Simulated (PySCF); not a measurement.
Species: C5H4O.
SMILES with atom numbers: `[CH2:1]=[CH:2][c:3]1[cH:4][c:5]1=[O:6]` (hydrogens: H7, H8 on C1; H9 on C2; H10 on C4)

Geometry (PBE0-D3(BJ)/def2-SVP, Å), atoms numbered from 1 in this order:
```xyz
10
C5H4O angstrom
C     -1.9095    0.3393   -0.2816
C     -0.9843   -0.5980   -0.0308
C      0.4068   -0.2552    0.1193
C      1.6633   -0.7054    0.3519
C      1.4864    0.6953    0.1586
O      1.9022    1.8193    0.0835
H     -1.6270    1.3915   -0.3792
H     -2.9652    0.0816   -0.3956
H     -1.2616   -1.6534    0.0677
H      2.2650   -1.5970    0.5450
```

Level of theory: PBE0-D3(BJ)/def2-SVP geometry optimisation, gas phase in PySCF 2.14.0.

Take the most abundant isotopes and a rigid rotor. The values belong to one conformer with, in the numbering `[CH2:1]=[CH:2][c:3]1[cH:4][c:5]1=[O:6]`, C1–C2–C3–C4 180°.

Task: Give the principal moments of inertia and the rotational constants in cm⁻¹.

Result: Ia = 61.85, Ib = 192.57, Ic = 254.42 u·Å²; 505379 MHz·u·Å²/I gives 8171, 2624 and 1986 MHz, that is A = 0.27256, B = 0.08754, C = 0.06626 cm⁻¹.

Task: Classify the top.

Result: An asymmetric top: κ = (2 × 2624 − 8171 − 1986)/(8171 − 1986) = -0.79.

Task: What does the inertial defect say?

Result: Planar: Δ = Ic − Ia − Ib = 0.00 u·Å². For a rigid frame Δ = −2 Σ m c², so it vanishes when all atoms lie in the ab plane; here none is more than 0.01 Å from it.

Task: Predict some low-J microwave lines.

Result: The dipole components are |μa| = 3.44 D, |μb| = 2.47 D, |μc| = 0.00 D; the mirror of this Cs structure is the ab plane, so μc vanishes by symmetry and there are no c-type lines. The squared components, which scale the intensities, stand as 1.00 : 0.51 (a : b). Some lines, for components of 0.1 D or more:

```json
{"type": "a", "branch": "Q", "J(Ka,Kc)": "1(1,0) ← 1(1,1)", "MHz": "638", "lower level (cm⁻¹)": "0.339"}
{"type": "a", "branch": "Q", "J(Ka,Kc)": "4(2,2) ← 4(2,3)", "MHz": "757", "lower level (cm⁻¹)": "2.319"}
{"type": "a", "branch": "Q", "J(Ka,Kc)": "3(1,2) ← 3(1,3)", "MHz": "3825", "lower level (cm⁻¹)": "1.054"}
{"type": "a", "branch": "R", "J(Ka,Kc)": "1(0,1) ← 0(0,0)", "MHz": "4611", "lower level (cm⁻¹)": "0.000"}
{"type": "b", "branch": "Q", "J(Ka,Kc)": "1(1,0) ← 1(0,1)", "MHz": "6185", "lower level (cm⁻¹)": "0.154"}
{"type": "b", "branch": "Q", "J(Ka,Kc)": "3(1,2) ← 3(0,3)", "MHz": "8003", "lower level (cm⁻¹)": "0.914"}
{"type": "a", "branch": "R", "J(Ka,Kc)": "2(0,2) ← 1(0,1)", "MHz": "9170", "lower level (cm⁻¹)": "0.154"}
{"type": "b", "branch": "R", "J(Ka,Kc)": "1(1,1) ← 0(0,0)", "MHz": "10158", "lower level (cm⁻¹)": "0.000"}
{"type": "a", "branch": "R", "J(Ka,Kc)": "3(0,3) ← 2(0,2)", "MHz": "13627", "lower level (cm⁻¹)": "0.460"}
{"type": "a", "branch": "R", "J(Ka,Kc)": "3(2,1) ← 2(2,0)", "MHz": "14038", "lower level (cm⁻¹)": "1.246"}
{"type": "b", "branch": "R", "J(Ka,Kc)": "2(1,2) ← 1(0,1)", "MHz": "14131", "lower level (cm⁻¹)": "0.154"}
{"type": "a", "branch": "R", "J(Ka,Kc)": "4(1,4) ← 3(1,3)", "MHz": "17071", "lower level (cm⁻¹)": "1.054"}
{"type": "a", "branch": "R", "J(Ka,Kc)": "4(0,4) ← 3(0,3)", "MHz": "17943", "lower level (cm⁻¹)": "0.914"}
{"type": "a", "branch": "R", "J(Ka,Kc)": "4(3,2) ← 3(3,1)", "MHz": "18540", "lower level (cm⁻¹)": "2.685"}
{"type": "b", "branch": "Q", "J(Ka,Kc)": "3(2,2) ← 3(1,3)", "MHz": "19543", "lower level (cm⁻¹)": "1.054"}
{"type": "a", "branch": "R", "J(Ka,Kc)": "4(1,3) ← 3(1,2)", "MHz": "19607", "lower level (cm⁻¹)": "1.181"}
{"type": "b", "branch": "R", "J(Ka,Kc)": "4(1,4) ← 3(0,3)", "MHz": "21249", "lower level (cm⁻¹)": "0.914"}
{"type": "b", "branch": "R", "J(Ka,Kc)": "2(2,1) ← 1(1,0)", "MHz": "26500", "lower level (cm⁻¹)": "0.360"}
{"type": "b", "branch": "Q", "J(Ka,Kc)": "4(3,1) ← 4(2,2)", "MHz": "28759", "lower level (cm⁻¹)": "2.345"}
{"type": "b", "branch": "Q", "J(Ka,Kc)": "3(3,1) ← 3(2,2)", "MHz": "29360", "lower level (cm⁻¹)": "1.705"}
{"type": "b", "branch": "Q", "J(Ka,Kc)": "4(3,2) ← 4(2,3)", "MHz": "29497", "lower level (cm⁻¹)": "2.319"}
{"type": "b", "branch": "R", "J(Ka,Kc)": "3(2,2) ← 2(1,1)", "MHz": "30473", "lower level (cm⁻¹)": "0.689"}
{"type": "b", "branch": "R", "J(Ka,Kc)": "4(2,2) ← 3(1,3)", "MHz": "38703", "lower level (cm⁻¹)": "1.054"}
{"type": "b", "branch": "R", "J(Ka,Kc)": "3(3,1) ← 2(2,0)", "MHz": "43141", "lower level (cm⁻¹)": "1.246"}
{"type": "b", "branch": "R", "J(Ka,Kc)": "3(3,0) ← 2(2,1)", "MHz": "43196", "lower level (cm⁻¹)": "1.244"}
{"type": "b", "branch": "R", "J(Ka,Kc)": "4(3,2) ← 3(2,1)", "MHz": "47643", "lower level (cm⁻¹)": "1.714"}
{"type": "b", "branch": "R", "J(Ka,Kc)": "4(3,1) ← 3(2,2)", "MHz": "47919", "lower level (cm⁻¹)": "1.705"}
```

Task: Estimate the classical rotational partition function at 10 K, 50 K and 298.15 K.

Result: Point group Cs, symmetry number σ = 1; q = (√π/σ)·√((kT/h)³/(ABC)), k/h = 20836.6 MHz/K: 817 at 10 K, 9130 at 50 K, 133000 at 298.15 K.

Whether it is a minimum is left open (no frequencies). Constants of a rigid frame at the computed geometry: no zero-point averaging, no centrifugal distortion.
